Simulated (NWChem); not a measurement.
System: CH2 cation, doublet

The following NWChem deck was run.

```
start job
memory heap 200 mb stack 900 mb global 1100 mb
charge 1
geometry units angstroms noautosym nocenter noautoz
  C     -0.088165    -0.028837     0.000000
  H      0.263077     0.086046    -1.046563
  H      0.263077     0.086046     1.046563
end
basis spherical
  C library 6-31g*
  H library 6-31g*
end
dft
  odft
  mult 2
  xc xpbe96 cpbe96
  iterations 150
end
property
  hyperfine
end
task dft property
```

Output (shortened):

```
             Northwest Computational Chemistry Package (NWChem) 7.3.0
             --------------------------------------------------------

                             Geometry "geometry" -> ""
                             -------------------------

 Output coordinates in angstroms (scale by  1.889725989 to convert to a.u.)

  No.       Tag          Charge          X              Y              Z
 ---- ---------------- ---------- -------------- -------------- --------------
    1 C                    6.0000    -0.08816500    -0.02883700     0.00000000
    2 H                    1.0000     0.26307700     0.08604600    -1.04656300
    3 H                    1.0000     0.26307700     0.08604600     1.04656300

 Effective nuclear repulsion energy (a.u.)       5.9742017678

  pbe96 is a nonlocal functional; adding pw91lda local functional.
                              NWChem Property Module
                              ----------------------

  itol2e modified to match energy
  convergence criterion.

                                 NWChem DFT Module
                                 -----------------

 Summary of "ao basis" -> "ao basis" (spherical)
 ------------------------------------------------------------------------------
       Tag                 Description            Shells   Functions and Types
 ---------------- ------------------------------  ------  ---------------------
 C                           6-31g*                  6       14   3s2p1d
 H                           6-31g*                  2        2   2s

  itol2e modified to match energy
  convergence criterion.

            General Information
            -------------------
          SCF calculation type: DFT
          Wavefunction type:  spin polarized.
          No. of atoms     :     3
          No. of electrons :     7
           Alpha electrons :     4
            Beta electrons :     3
          Charge           :     1
          Spin multiplicity:     2
          Use of symmetry is: off; symmetry adaption is: off
          Maximum number of iterations: 150
          AO basis - number of functions:    18
                     number of shells:    10
          Convergence on energy requested:  1.00D-07
          Convergence on density requested:  1.00D-05
          Convergence on gradient requested:  5.00D-04

              XC Information
              --------------
          PerdewBurkeErnzerhof Exchange Functional  1.000
            Perdew 1991 LDA Correlation Functional  1.000 local
           PerdewBurkeErnz. Correlation Functional  1.000 non-local

             Grid Information
             ----------------
          Grid used for XC integration:  fine
          Radial quadrature: Mura-Knowles
          Angular quadrature: Lebedev.
          Tag              B.-S. Rad. Rad. Pts. Rad. Cut. Ang. Pts.
          ---              ---------- --------- --------- ---------
          C                   0.70       70           6.0       590
          H                   0.35       60           7.0       590
          Grid pruning is: on
          Number of quadrature shells:   190
          Spatial weights used:  Erf1

      Superposition of Atomic Density Guess
      -------------------------------------

 Sum of atomic energies:         -38.65671923

 Renormalizing density from       8.00 to      7

      Non-variational initial energy
      ------------------------------

 Total energy =     -35.108586
 1-e energy   =     -55.097086
 2-e energy   =      14.014298
 HOMO         =      -0.667525
 LUMO         =      -0.635375

   convergence    iter        energy       DeltaE   RMS-Dens  Diis-err
 ---------------- ----- ----------------- --------- --------- ---------
 d= 0,ls=0.0,diis     1    -38.6830454369 -4.47D+01  1.07D-02  4.89D-02
                                                     1.07D-02  5.57D-02
 d= 0,ls=0.0,diis     2    -38.6949499197 -1.19D-02  6.47D-03  1.67D-02
                                                     4.52D-03  1.13D-02
 d= 0,ls=0.0,diis     3    -38.7030374668 -8.09D-03  1.28D-03  9.48D-04
                                                     1.12D-03  9.37D-04
 d= 0,ls=0.0,diis     4    -38.7036324373 -5.95D-04  9.33D-05  2.59D-06
                                                     7.81D-05  2.54D-06
 d= 0,ls=0.0,diis     5    -38.7036345774 -2.14D-06  2.95D-05  3.77D-07
                                                     1.49D-05  9.75D-08
 d= 0,ls=0.0,diis     6    -38.7036347423 -1.65D-07  4.11D-06  4.28D-09
                                                     2.78D-06  2.38D-09
 d= 0,ls=0.0,diis     7    -38.7036347456 -3.32D-09  4.99D-07  3.80D-11
                                                     5.95D-07  1.06D-10

         Total DFT energy =      -38.703634745636
      One electron energy =      -60.352767251315
           Coulomb energy =       21.341709315406
    Exchange-Corr. energy =       -5.666778577509
 Nuclear repulsion energy =        5.974201767781

 Numeric. integr. density =        6.999999965583

                    DFT Final Alpha Molecular Orbital Analysis
                    ------------------------------------------

 Vector    2  Occ=1.000000D+00  E=-9.904256D-01
              MO Center=  5.2D-02,  1.7D-02,  1.2D-10, r^2= 8.5D-01
   Bfn.  Coefficient  Atom+Function         Bfn.  Coefficient  Atom+Function
  ----- ------------  ---------------      ----- ------------  ---------------
     2      0.483985  1 C  s                  6      0.416487  1 C  s
     1     -0.213890  1 C  s                 15      0.163062  2 H  s
    17      0.163062  3 H  s                  3      0.060059  1 C  px
     7      0.027197  1 C  px

 Vector    3  Occ=1.000000D+00  E=-7.868418D-01
              MO Center=  6.4D-02,  2.1D-02, -1.3D-10, r^2= 1.1D+00
   Bfn.  Coefficient  Atom+Function         Bfn.  Coefficient  Atom+Function
  ----- ------------  ---------------      ----- ------------  ---------------
     5      0.532544  1 C  pz                15     -0.248877  2 H  s
    17      0.248877  3 H  s                  9      0.184194  1 C  pz
    16     -0.105712  2 H  s                 18      0.105712  3 H  s

 Vector    4  Occ=1.000000D+00  E=-6.123099D-01
              MO Center= -2.4D-01, -7.7D-02,  1.5D-11, r^2= 8.7D-01
   Bfn.  Coefficient  Atom+Function         Bfn.  Coefficient  Atom+Function
  ----- ------------  ---------------      ----- ------------  ---------------
     3      0.645400  1 C  px                 7      0.339074  1 C  px
     4      0.211095  1 C  py                 6     -0.192022  1 C  s
     2     -0.134397  1 C  s                  8      0.110903  1 C  py
    15      0.091726  2 H  s                 17      0.091726  3 H  s
    16      0.061125  2 H  s                 18      0.061125  3 H  s

 Vector    5  Occ=0.000000D+00  E=-5.618911D-01
              MO Center= -8.7D-02, -2.9D-02,  9.6D-13, r^2= 9.0D-01
   Bfn.  Coefficient  Atom+Function         Bfn.  Coefficient  Atom+Function
  ----- ------------  ---------------      ----- ------------  ---------------
     4      0.661849  1 C  py                 8      0.402338  1 C  py
     3     -0.216475  1 C  px                 7     -0.131595  1 C  px

 Vector    6  Occ=0.000000D+00  E=-2.490607D-01
              MO Center=  2.7D-01,  8.9D-02,  2.3D-10, r^2= 2.6D+00
   Bfn.  Coefficient  Atom+Function         Bfn.  Coefficient  Atom+Function
  ----- ------------  ---------------      ----- ------------  ---------------
     6      1.374237  1 C  s                 16     -1.037812  2 H  s
    18     -1.037812  3 H  s                  7      0.361837  1 C  px
     2      0.296395  1 C  s                 15     -0.251741  2 H  s
    17     -0.251741  3 H  s                  3      0.215709  1 C  px
     1     -0.124536  1 C  s                  8      0.118348  1 C  py

 Vector    7  Occ=0.000000D+00  E=-1.472535D-01
              MO Center=  3.3D-01,  1.1D-01, -2.7D-10, r^2= 2.9D+00
   Bfn.  Coefficient  Atom+Function         Bfn.  Coefficient  Atom+Function
  ----- ------------  ---------------      ----- ------------  ---------------
    16      1.473075  2 H  s                 18     -1.473075  3 H  s
     9      1.190085  1 C  pz                 5      0.570940  1 C  pz
    15      0.132257  2 H  s                 17     -0.132257  3 H  s
    13      0.027597  1 C  d  1

                     DFT Final Beta Molecular Orbital Analysis
                     -----------------------------------------

 Vector    1  Occ=1.000000D+00  E=-1.040007D+01
              MO Center= -8.8D-02, -2.9D-02,  9.7D-14, r^2= 2.8D-02
   Bfn.  Coefficient  Atom+Function         Bfn.  Coefficient  Atom+Function
  ----- ------------  ---------------      ----- ------------  ---------------
     1      0.995012  1 C  s                  2      0.033021  1 C  s

 Vector    2  Occ=1.000000D+00  E=-9.524080D-01
              MO Center=  1.0D-01,  3.3D-02,  1.3D-10, r^2= 8.8D-01
   Bfn.  Coefficient  Atom+Function         Bfn.  Coefficient  Atom+Function
  ----- ------------  ---------------      ----- ------------  ---------------
     2      0.453661  1 C  s                  6      0.393738  1 C  s
     1     -0.205869  1 C  s                 15      0.178435  2 H  s
    17      0.178435  3 H  s                  3      0.103004  1 C  px
     7      0.037456  1 C  px                16      0.035042  2 H  s
    18      0.035042  3 H  s                  4      0.033690  1 C  py

 Vector    3  Occ=1.000000D+00  E=-7.745457D-01
              MO Center=  7.6D-02,  2.5D-02, -1.4D-10, r^2= 1.1D+00
   Bfn.  Coefficient  Atom+Function         Bfn.  Coefficient  Atom+Function
  ----- ------------  ---------------      ----- ------------  ---------------
     5      0.519607  1 C  pz                15     -0.256329  2 H  s
    17      0.256329  3 H  s                  9      0.170348  1 C  pz
    16     -0.120050  2 H  s                 18      0.120050  3 H  s
    13     -0.027207  1 C  d  1

 Vector    4  Occ=0.000000D+00  E=-5.300652D-01
              MO Center= -7.5D-02, -2.5D-02,  1.3D-12, r^2= 9.2D-01
   Bfn.  Coefficient  Atom+Function         Bfn.  Coefficient  Atom+Function
  ----- ------------  ---------------      ----- ------------  ---------------
     4      0.650894  1 C  py                 8      0.414499  1 C  py
     3     -0.212892  1 C  px                 7     -0.135573  1 C  px

 Vector    5  Occ=0.000000D+00  E=-4.880906D-01
              MO Center= -2.8D-01, -9.2D-02,  2.5D-11, r^2= 9.6D-01
   Bfn.  Coefficient  Atom+Function         Bfn.  Coefficient  Atom+Function
  ----- ------------  ---------------      ----- ------------  ---------------
     3      0.576453  1 C  px                 7      0.394016  1 C  px
     6     -0.273145  1 C  s                  4      0.188544  1 C  py
     2     -0.145912  1 C  s                  8      0.128873  1 C  py
    15      0.093214  2 H  s                 17      0.093214  3 H  s
    16      0.076149  2 H  s                 18      0.076149  3 H  s

 Vector    6  Occ=0.000000D+00  E=-2.344938D-01
              MO Center=  2.7D-01,  8.8D-02,  2.2D-10, r^2= 2.6D+00
   Bfn.  Coefficient  Atom+Function         Bfn.  Coefficient  Atom+Function
  ----- ------------  ---------------      ----- ------------  ---------------
     6      1.420186  1 C  s                 16     -1.058889  2 H  s
    18     -1.058889  3 H  s                  7      0.384657  1 C  px
     2      0.287958  1 C  s                 15     -0.238900  2 H  s
    17     -0.238900  3 H  s                  3      0.221244  1 C  px
     1     -0.128122  1 C  s                  8      0.125812  1 C  py

[...]

          ----------------------
          Hyperfine Interactions
          ----------------------

 Total Spin Density (Fermi Contact Term)
 ------------------ --------------------
     Atom            x         y         z       Density (a.u.)      Aiso(MHz)     Aiso(Gauss)
     1  13-C     -0.16661  -0.05449   0.00000       0.314806        353.902423     126.280972
     2   1-H      0.49714   0.16260  -1.97772       0.000537          2.402553       0.857289
     3   1-H      0.49714   0.16260   1.97772       0.000537          2.402553       0.857289

           -------------------------------------------
           Anisotropic Interaction (Spin-Dipolar Term)
           -------------------------------------------

 ------------------------------------------------------------
     Atom            x         y         z
 ------------------------------------------------------------
     1  13-C     -0.16661  -0.05449   0.00000

   Spin-Dipolar term (a.u.)
        xx             yy             zz             xy             xz             yz
 ------------------------------------------------------------------------------------------
       1.096500      -0.472387      -0.624113       0.574618       0.000000       0.000000

   Principal Comp. of -hf- tensor (au)            Anisotropic -hfcc- (MHz)               Anisotropic -hfcc- (Gauss)
 --------------------------------------------------------------------------------------------------------------------------
      1.284444    -0.660332    -0.624113     172.360131   -88.610190   -83.749940      61.502277   -31.618266   -29.884011

   Orientation of the principal axis of Hyperfine Tensor w.r.t absolute (molecular) frame
 --------------------------------------------------------------------------------------------------------------------------
      0.950452    -0.310871     0.000000
      0.310871     0.950452    -0.000000
      0.000000     0.000000     1.000000

 ------------------------------------------------------------
     Atom            x         y         z
 ------------------------------------------------------------
     2   1-H      0.49714   0.16260  -1.97772

   Spin-Dipolar term (a.u.)
        xx             yy             zz             xy             xz             yz
 ------------------------------------------------------------------------------------------
      -0.017481      -0.059896       0.077377       0.015535      -0.023067      -0.007545

   Principal Comp. of -hf- tensor (au)            Anisotropic -hfcc- (MHz)               Anisotropic -hfcc- (Gauss)
 --------------------------------------------------------------------------------------------------------------------------
     -0.018541    -0.064977     0.083518      -9.892373   -34.668629    44.561001      -3.529839   -12.370608    15.900447

   Orientation of the principal axis of Hyperfine Tensor w.r.t absolute (molecular) frame
 --------------------------------------------------------------------------------------------------------------------------
      0.921414    -0.310871    -0.233144
      0.301373     0.950452    -0.076256
      0.245297    -0.000000     0.969448

 ------------------------------------------------------------
     Atom            x         y         z
 ------------------------------------------------------------
     3   1-H      0.49714   0.16260   1.97772

   Spin-Dipolar term (a.u.)
        xx             yy             zz             xy             xz             yz
 ------------------------------------------------------------------------------------------
      -0.017481      -0.059896       0.077377       0.015535       0.023067       0.007545

   Principal Comp. of -hf- tensor (au)            Anisotropic -hfcc- (MHz)               Anisotropic -hfcc- (Gauss)
 --------------------------------------------------------------------------------------------------------------------------
     -0.018541    -0.064977     0.083518      -9.892373   -34.668629    44.561001      -3.529839   -12.370608    15.900447

   Orientation of the principal axis of Hyperfine Tensor w.r.t absolute (molecular) frame
 --------------------------------------------------------------------------------------------------------------------------
      0.921414    -0.310871     0.233144
      0.301373     0.950452     0.076256
     -0.245297     0.000000     0.969448
```

Level: PBE/6-31G* (spherical d), spin-unrestricted, contact and dipolar terms. The geometry was optimised at PBE0/def2-SVP, spin-unrestricted. No stability test was run on the SCF state.
